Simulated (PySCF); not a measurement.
Z-matrix (Å, degrees):
```
C
H 1 1.0907
H 1 1.0907 2 109.47
H 1 1.0907 2 109.47 3 120.00
H 1 1.0907 2 109.47 4 120.00
```
Charge 0, spin multiplicity 1.

Task: Estimate the HOMO–LUMO gap, dipole moment and LUMO that ωB97X-D3(BJ)/def2-TZVPD (PySCF) returns for this input.

Result: 
* **HOMO–LUMO gap**: 15.52 eV
* **dipole moment**: 0.00 D
* **LUMO**: 1.87 eV
